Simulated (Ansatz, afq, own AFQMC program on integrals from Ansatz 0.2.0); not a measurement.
**Where AFQMC and coupled cluster stand for BSiH$_{2}$, sextet**

```yaml
atoms:
  - { symbol: Si, position_ang: [0.0000, -0.0471, 0.5518] }
  - { symbol: B, position_ang: [0.0000, -0.0605, -1.3633] }
  - { symbol: H, position_ang: [0.0000, 1.1711, 1.4474] }
  - { symbol: H, position_ang: [0.0000, 0.7893, -2.2001] }
```

Connectivity, by distances: SiH–BH.

Basis cc-pVTZ. Noble-gas cores (and the filled d shells of Ga–Kr and In–Xe) are frozen. AFQMC by an in-house program on the Cholesky factors that Ansatz 0.2.0 writes for its CCSD(T) run. The CISD trial takes its coefficients from CCSD amplitudes. Released means that phaseless walkers are propagated on without the constraint, phases kept. Error bars are statistical, one sigma.

Determinant: UHF, the one that the program's search chose, which needn't be the lowest solution. The geometry is a PBE0/def2-TZVP stationary point of this or a neighbouring charge and spin state.

No full CI on the walks' own integrals is used here; CCSDT(Q) serves as the reference and is uncertain by about the last step of the cluster series.

Cautions: another spin lies lower (by 5.62 eV); raised T1 diagnostic (T1 0.047, weight of the determinant 0.86, largest double 0.06).

The T1 diagnostic is 0.0471, the weight of the determinant in the CISD state is 0.859 and the ⟨S²⟩ of the determinant is 8.762. The size of the correlated space is 9 electrons in 86 orbitals.

```csv
level,correlation energy (eV)
MP2,-3.7060
CCSD,-4.6586
CCSD(T),-4.8672
```

(1) Estimate where AFQMC with the constraint released lies against CCSD(T) on the same integrals.

(1) 1.70 ± 0.23 mEh below CCSD(T).

Reference: CCSDT(Q), correlation energy -4.927 eV. The released energy is read at 2.40 1/Eh (meV from the phaseless value at times in 1/Eh: -9 ± 4 at 0.24, -12 ± 4 at 0.51, -17 ± 5 at 0.99, -26 ± 5 at 1.62, -15 ± 6 at 2.40).

```json
{"level": "CCSD(T)", "E − E(reference) (mEh)": "2.18", "share of correlation (%)": "98.80"}
{"level": "CCSDT", "E − E(reference) (mEh)": "0.36", "share of correlation (%)": "99.80"}
{"level": "ph-AFQMC/CISD", "E − E(reference) (mEh)": "1.02 ± 0.16", "share of correlation (%)": "99.44"}
{"level": "released AFQMC", "E − E(reference) (mEh)": "0.48 ± 0.23", "share of correlation (%)": "99.74"}
```

A walk keeps the symmetry of its determinant, which the program's search chose and which needn't be the lowest solution, so a lower state of the same spin and another symmetry isn't excluded. Released energies are given only where the last usable release times agree within the noise; a slower fall can still hide under it.
